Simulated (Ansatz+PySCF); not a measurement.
Results of a calculation; reference values are marked as such.
## PySCF 2.14.0 run

```python
from pyscf import gto, dft

mol = gto.M(atom="""
C 0.019930 -0.039180 -0.484170
O -0.000520 0.043580 0.756880
H -0.031040 -1.052080 -1.100450
H -0.923790 0.476320 -1.069120
H 0.857680 0.479480 -1.064750
""", basis='def2-svp', charge=-1, spin=0)
mf = dft.UKS(mol, xc='pbe0')
mf.kernel()
print(mf.converged, mf.e_tot, mf.spin_square()[0])
```

The script is written out from the run's settings.

Results

```
Converged                       : yes
Total energy                    : -114.85220 hartree
Spin squared of the determinant : 0.000
Cycles                          : 10
```

Caution: no diffuse functions for an anion.
